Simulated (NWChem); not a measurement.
Program: NWChem. System: CH6Si, charge 0, spin multiplicity 1, at a geometry optimised with B3LYP/def2-SVP. The structure started from a generated list of species. Level: PBE0/def2-SVP.

Input file:

```
start mol
memory heap 200 mb stack 900 mb global 1100 mb
geometry units angstroms nocenter noautoz noautosym
  Si     0.637240     0.036312     0.000000
  C     -1.248355    -0.071145     0.000000
  H      1.123665     0.764038     1.210451
  H      1.123665     0.764038    -1.210451
  H      1.242977    -1.329146     0.000000
  H     -1.611246    -0.607305     0.891428
  H     -1.611246    -0.607305    -0.891428
  H     -1.699046     0.934179     0.000000
end
basis spherical
  * library def2-svp
end
dft
  xc pbe0
  semidirect memsize 60000000 filesize 0
  iterations 100
end
task dft energy
```

NWChem printed:

```
             Northwest Computational Chemistry Package (NWChem) 7.3.0
             --------------------------------------------------------

                                NWChem Input Module
                                -------------------

 Scaling coordinates for geometry "geometry" by  1.889725989
 (inverse scale =  0.529177249)

                             Geometry "geometry" -> ""
                             -------------------------

 Output coordinates in angstroms (scale by  1.889725989 to convert to a.u.)

  No.       Tag          Charge          X              Y              Z
 ---- ---------------- ---------- -------------- -------------- --------------
    1 Si                  14.0000     0.63724000     0.03631200     0.00000000
    2 C                    6.0000    -1.24835500    -0.07114500     0.00000000
    3 H                    1.0000     1.12366500     0.76403800     1.21045100
    4 H                    1.0000     1.12366500     0.76403800    -1.21045100
    5 H                    1.0000     1.24297700    -1.32914600     0.00000000
    6 H                    1.0000    -1.61124600    -0.60730500     0.89142800
    7 H                    1.0000    -1.61124600    -0.60730500    -0.89142800
    8 H                    1.0000    -1.69904600     0.93417900     0.00000000

 Effective nuclear repulsion energy (a.u.)      62.3589443183

            Nuclear Dipole moment (a.u.)
            ----------------------------
        X                 Y               Z
 ---------------- ---------------- ----------------
    -0.0000018897    -0.0000056692     0.0000000000


 Summary of "ao basis" -> "" (spherical)
 ------------------------------------------------------------------------------
       Tag                 Description            Shells   Functions and Types
 ---------------- ------------------------------  ------  ---------------------
 *                          def2-svp                  on all atoms

                                 NWChem DFT Module
                                 -----------------

 Summary of "ao basis" -> "ao basis" (spherical)
[...]
 Vector   13  Occ=2.000000D+00  E=-3.381593D-01
              MO Center= -3.9D-01, -2.3D-02, -1.7D-07, r^2= 2.4D+00
   Bfn.  Coefficient  Atom+Function         Bfn.  Coefficient  Atom+Function
  ----- ------------  ---------------      ----- ------------  ---------------
    22      0.425152  2 C  px                 8     -0.291411  1 Si px
    25      0.251867  2 C  px                11     -0.186112  1 Si px
     5      0.163887  1 Si px                21      0.137914  2 C  s
    33     -0.116745  3 H  s                 38     -0.116745  4 H  s
    43     -0.116817  5 H  s                 48     -0.104183  6 H  s

 Vector   14  Occ=0.000000D+00  E= 4.551524D-02
              MO Center=  1.6D-02,  8.9D-04,  4.1D-08, r^2= 5.2D+00
   Bfn.  Coefficient  Atom+Function         Bfn.  Coefficient  Atom+Function
  ----- ------------  ---------------      ----- ------------  ---------------
    21      2.174928  2 C  s                 11      1.253815  1 Si px
    49     -0.597856  6 H  s                 54     -0.597856  7 H  s
    59     -0.597864  8 H  s                  4     -0.348494  1 Si s
    34     -0.291904  3 H  s                 39     -0.291904  4 H  s
    44     -0.291871  5 H  s                 25      0.229387  2 C  px

 Vector   15  Occ=0.000000D+00  E= 7.592871D-02
              MO Center=  6.5D-01, -5.6D-02, -3.6D-05, r^2= 3.8D+00
   Bfn.  Coefficient  Atom+Function         Bfn.  Coefficient  Atom+Function
  ----- ------------  ---------------      ----- ------------  ---------------
    13      1.578007  1 Si pz                34     -1.119301  3 H  s
    39      1.119053  4 H  s                 10      0.230347  1 Si pz
    33     -0.162544  3 H  s                 38      0.162508  4 H  s
    27     -0.144009  2 C  pz                15     -0.142296  1 Si d -1
     7     -0.136836  1 Si pz                49     -0.119703  6 H  s

 Vector   16  Occ=0.000000D+00  E= 7.593222D-02
              MO Center=  6.4D-01,  1.3D-01,  3.6D-05, r^2= 3.8D+00
   Bfn.  Coefficient  Atom+Function         Bfn.  Coefficient  Atom+Function
  ----- ------------  ---------------      ----- ------------  ---------------
    12      1.575473  1 Si py                44      1.292374  5 H  s
    34     -0.645918  3 H  s                 39     -0.646347  4 H  s
     9      0.229977  1 Si py                43      0.187672  5 H  s
    26     -0.143791  2 C  py                59     -0.138223  8 H  s
     6     -0.136616  1 Si py                16     -0.119443  1 Si d  0

 center of mass
 --------------
 x =   0.05770234 y =   0.00328558 z =   0.00000000

 moments of inertia (a.u.)
 ------------------
          32.970043150252          -7.673754175636           0.000000000000
          -7.673754175636         167.189465730115           0.000000000000
           0.000000000000           0.000000000000         167.626845663341

     Multipole analysis of the density
     ---------------------------------

     L   x y z        total         alpha         beta         nuclear
     -   - - -        -----         -----         ----         -------
     0   0 0 0     -0.000000    -13.000000    -13.000000     26.000000

     1   1 0 0     -0.302732     -0.151365     -0.151365     -0.000002
     1   0 1 0     -0.017252     -0.008623     -0.008623     -0.000006
     1   0 0 1     -0.000000     -0.000000     -0.000000      0.000000

     2   2 0 0    -17.210767    -57.144381    -57.144381     97.077995
     2   1 1 0     -0.006244     -2.309329     -2.309329      4.612414
     2   1 0 1      0.000000      0.000000      0.000000      0.000000
     2   0 2 0    -17.101686    -16.752321    -16.752321     16.402955
     2   0 1 1     -0.000000     -0.000000     -0.000000      0.000000
     2   0 0 2    -17.101298    -16.620667    -16.620667     16.140036

 Task  times  cpu:        2.5s     wall:        2.5s

 Total times  cpu:        2.6s     wall:        2.6s
```
